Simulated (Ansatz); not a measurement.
**H3PSi: where a starting geometry ends**

The starting geometry of this gas-phase singlet was optimised with GFN2-xTB; its bonds are those of `[SiH]P`.

```xyz
5

P     0.3646   -0.5393    1.7131
Si   -0.0978   -2.7076    2.0167
H    -1.1941   -2.7411    0.9956
H     1.3456   -0.4741    2.6937
H    -0.6285   -0.1780    2.6144
```

Question: Where would you expect an optimisation with B3LYP-D3(BJ)/def2-SVP to take it?

Answer: It keeps its bonds, and is `[SiH]P`.

The energy falls by 0.25 eV over 10 steps:

| step | E − E(last) (eV) |
| --- | --- |
| 1 | 0.250 |
| 2 | 0.095 |
| 3 | 0.056 |
| 4 | 0.023 |
| 5 | 0.017 |
| 6 | 0.002 |
| 7 | 0.001 |
| 8 | 0.000 |
| 9 | 0.000 |
| 10 | 0.000 |

Final geometry (Å):

```yaml
atoms:
  - { symbol: P, position_ang: [0.3981, -0.6677, 1.8224] }
  - { symbol: Si, position_ang: [0.1060, -2.8725, 1.7311] }
  - { symbol: H, position_ang: [-1.3330, -2.6456, 1.2579] }
  - { symbol: H, position_ang: [1.3610, -0.4155, 2.8340] }
  - { symbol: H, position_ang: [-0.7423, -0.0389, 2.3880] }
```

Frequencies at the end are all real (lowest 244 cm⁻¹). Run with Ansatz 0.2.0, 5.7 s on 1 thread of Intel(R) Xeon(R) 6975P-C (Granite Rapids), with other jobs on the host.
